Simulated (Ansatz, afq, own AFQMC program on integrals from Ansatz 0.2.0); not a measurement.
Integrals from Ansatz 0.2.0, then the random walk in our own AFQMC program (afq).

```yaml
crystal:
  periodic: [false, false, false]
  atoms:
    - {symbol: B, position_ang: [0.000000, 0.000000, 1.618422]}
    - {symbol: Al, position_ang: [0.000000, 0.000000, -1.424578]}
    - {symbol: H, position_ang: [0.000000, 0.000000, 2.801510]}
    - {symbol: H, position_ang: [0.000000, 0.000000, -2.995356]}
basis:
  gaussian: {orbitals: 6-31G}
magnetization: {spin_polarized: true, initial_magnetization: 2}
correlation: {method: ccsd_t, electrons: outside_noble_gas, hamiltonian_folder: ham}
```

```sh
$ ansatz run in.yaml --threads 1 --pin off --events-out ev --progress --plain --max-ram 24576MiB --backend cuda --devices 0, --max-vram 18GiB
```

afq runs on the folder ham with

```
--method phaseless --trial cisd --walkers 4000 --populations 20 --least-time 60 --time-step 0.005 --steps-per-block 50 --equilibration-blocks 40 --max-blocks 4000 --target-error 0.00034 --factor-cut 1e-05 --start spin_pure --seed 1054 --release-times 0.24,0.51,0.99,1.62,2.4 --release-step 0.03 --release-every 3 --taylor-order 6
```

Times are imaginary, in 1/Eh. The walk had a cap of 122 s. With eight or more populations the least sampling time is a fifth of least-time, and the error comes from their spread.

Output of the walk:

```
orbitals 20  electrons 5 3  factors 115 of 328
reference energy -267.51871027 Eh
CCSD correlation -0.08647072 Eh in 16 cycles, weight of the determinant in the CISD state 0.8529
energy of the start -267.605049 Eh
 block  time / (1/Eh)  mean weight  energy / Eh
     1     0.250  1.0000  -267.604459
     2     0.500  1.0000  -267.604439
     3     0.750  1.0000  -267.604622
     4     1.000  0.9999  -267.604920
     5     1.250  1.0000  -267.605092
    10     2.500  1.0001  -267.606026
    17     4.250  1.0000  -267.606559
    19     4.750  1.0000  -267.606905
    29     7.250  1.0000  -267.607128
    39     9.750  0.9999  -267.607584
    49    12.250  1.0000  -267.607658
    59    14.750  0.9998  -267.607423
    69    17.250  1.0002  -267.607769
    75    18.750  0.9999  -267.608406
    79    19.750  0.9999  -267.607894
    89    22.250  1.0000  -267.607963
error from the spread of 20 populations
released: time / (1/Eh)  energy / Eh  error  mean overlap
  0.24  -267.607908  0.000127  1.0009
  0.51  -267.607914  0.000060  0.9989
  0.99  -267.608139  0.000126  1.0001
  1.62  -267.608145  0.000061  1.0038
  2.40  -267.608335  0.000067  1.0010
energy -267.607767 +/- 0.000079 Eh
(rows thinned)
```

The run passed its tests (sampling time, drift between the halves within three errors, error under three times the target), which doesn't prove that it has relaxed. The second half of the sampling lies below the first by 1.8 errors of their difference, so the energy may still be moving and its error bar be too small.

Against this walk (error 2.1 meV) on the same determinant: CCSD(T) 15.6 meV higher, CCSDT(Q) 50.7 meV lower, CCSDTQ 53.1 meV lower, full CI 53.3 meV lower. The error is statistical and leaves out the bias of the constraint. The released energies are still falling (meV from the phaseless value at times in 1/Eh: -4 ± 3 at 0.24, -4.0 ± 1.6 at 0.51, -10 ± 3 at 0.99, -10.3 ± 1.7 at 1.62, -15.5 ± 1.8 at 2.40), so they give no level; they do show a bias of the constraint, and the last of them that isn't too noisy lies 38 meV above full CI. Full CI is exact here, so the walk's 53 meV above it is the walk's own error: the bias of the constraint with this trial, or a walk that hasn't relaxed.

Cautions: constraint bias not in the error; lower spins were not checked; an unrestricted solution with more broken spin lies lower (11 meV, ⟨S²⟩ 2.14); strong correlation (T1 0.046, weight of the determinant 0.85, largest double 0.16).

The walk took 25 s on 1 × NVIDIA H100 80GB HBM3 with 2 threads of AMD EPYC 7R13 Processor (Zen 3), with other jobs on the host (the card was shared). The log's last line is the phaseless energy.

CCSDT and higher add their correlation energy to the determinant of the CCSD(T) run, since their own runs factorise the integrals more tightly (a shift of under 2 meV). A walk keeps the symmetry of its determinant, which the program's search chose and which needn't be the lowest solution, so a lower state of the same spin and another symmetry isn't excluded.
